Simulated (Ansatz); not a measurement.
# SiH₂⁻, doublet: reading a ladder of total energies

Geometry: displaced at random from a stationary point.

```xyz
3

Si   -0.0015   -0.0732    0.0022
H    -0.0024    0.9897    1.1068
H     0.0456    1.0490   -1.1674
```

Basis aug-cc-pVDZ; Ansatz 0.2.0. Only valence electrons are correlated (noble-gas cores frozen), which leaves 7 electrons in 40 orbitals. R marks a restricted (for open shells ROHF) determinant, U an unrestricted one.

Full CI isn't at hand for all of this; UCCSDT(Q) serves as the reference, and is uncertain by about the last step of the cluster series.

Runs differ by some tens of microhartree through their thresholds and, for an open shell, their frozen cores, so steps under 0.03 kcal/mol mean nothing.

```csv
level,total energy (hartree)
UHF,-290.040169
UMP2,-290.146682
UCCSD,-290.174346
UCCSD(T),-290.178567
UCCSDT,-290.179542
UCCSDT(Q),-290.179728
```

Task: What is the correlation energy at UCCSDT(Q), and what share of it do UMP2 and UCCSD recover?

Result: E(corr) = -290.179728 − (-290.040169) = -0.139559 hartree = -3.798 eV. UMP2: -0.106513 / -0.139559 = 76.32 %. UCCSD: -0.134177 / -0.139559 = 96.14 %.

Task: By how many kcal/mol does UCCSD(T) miss UCCSDT(Q) (1 hartree = 627.509 kcal/mol), and which steps make up the rest?

Result: -290.178567 − (-290.179728) = 0.001161 hartree = 0.73 kcal/mol. Steps: UCCSDT − UCCSD(T) = -0.61, UCCSDT(Q) − UCCSDT = -0.12 kcal/mol. That is within 1 kcal/mol of the reference in this basis, which itself misses far more of the correlation at the basis-set limit.
